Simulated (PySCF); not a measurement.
# P: electron affinity

P⁻ [Ne] 3s2 3p4 (3P) → P [Ne] 3s2 3p3 (4S), as a difference of total energies. Calculation: PySCF 2.14, in dyall-av2z; no relativity, point nucleus. Correlated levels: valence: [Ne] frozen; virtual orbitals above 40 to 60 times the deepest correlated orbital energy dropped. The calculations carry no spin-orbit coupling.

Problem. Order these methods by the electron affinity they give, lowest first.
A. UHF
B. MP2 (valence)
C. CCSDT (valence)
D. CCSD (valence)

Solution. A (-0.352 eV), B (0.286 eV), D (0.323 eV), C (0.388 eV).

A first-order spin-orbit estimate (lowest level to lowest level, LS coupling) adds 0.012 eV.

Errors of the correlated levels include the incompleteness of this basis and the frozen core.

A negative affinity means that the anion lies above the atom at that level of theory.

For comparison: 0.747 eV (measured; photodetachment measurements, as compiled on the Wikipedia data page of electron affinities).
